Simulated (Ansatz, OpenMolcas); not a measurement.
## Worked example: the enthalpy of formation of C2H5F (SMILES CCF)

C2H5F has 8 atoms, charge 0, and is taken as a singlet. SMILES: `CCF`. The coordinates come from a PBE0-D4/def2-TZVP relaxation.

Total energies at TPSS/aug-cc-pVDZ (OpenMolcas 26.06); the atoms run unrestricted:

```
species    state  energy (Eh)
  C2H5F  singlet  -179.105454
      C  triplet   -37.860002
      F  doublet   -99.743772
      H  doublet    -0.499637
```

Harmonic wavenumbers at PBE0-D4/def2-TZVP, in cm⁻¹: 256, 415, 810, 900, 1092, 1134, 1187, 1302, 1392, 1423, 1473, 1491, 1515, 3050, 3057, 3093, 3134, 3145.

Measured heats of formation of the gaseous atoms at 298.15 K, in kJ/mol: C 716.9, F 79.4, H 218.0. Spin-orbit lowering of the atoms at 298 K (mean of the ground term's levels less their thermal mean, from spectra), in kJ/mol: C 0.02, F 1.29. Take 1 Eh = 2625.50 kJ/mol, 1 cm⁻¹ = 0.0119627 kJ/mol, RT = 2.479 kJ/mol.

Problem. What heat of formation follows?

Solution. 
1. Electronic atomisation energy: 2 × (-37.860002) + (-99.743772) + 5 × (-0.499637) − (-179.105454) = 1.143493 Eh = 3002.2 kJ/mol.
2. Zero-point energy: half the sum of the wavenumbers, 14934.5 cm⁻¹ = 178.7 kJ/mol.
3. Thermal vibrational enthalpy, Σ hcν̃/(exp(hcν̃/kT) − 1): 2.6 kJ/mol. Translation, rotation and pV of a non-linear molecule: 4 RT = 9.9 kJ/mol.
4. The 8 free atoms carry 5/2 RT each: 49.6 kJ/mol.
5. Spin-orbit coupling lowers the free atoms by 2 × 0.02 + 1.29 = 1.3 kJ/mol.
6. Atomisation enthalpy at 298 K: 3002.2 − 1.3 − 178.7 − 2.6 − 9.9 + 49.6 = 2859.3 kJ/mol.
7. Sum of the atoms' heats of formation: 2603.2 kJ/mol. Heat of formation: 2603.2 − 2859.3 = -256.1 kJ/mol.

The tabulated value is -272.5 kJ/mol (Active Thermochemical Tables), so this level is off by +16.4 kJ/mol, or 0.6 % of the atomisation enthalpy. Anharmonicity and any spin-orbit splitting of the molecule are left out.
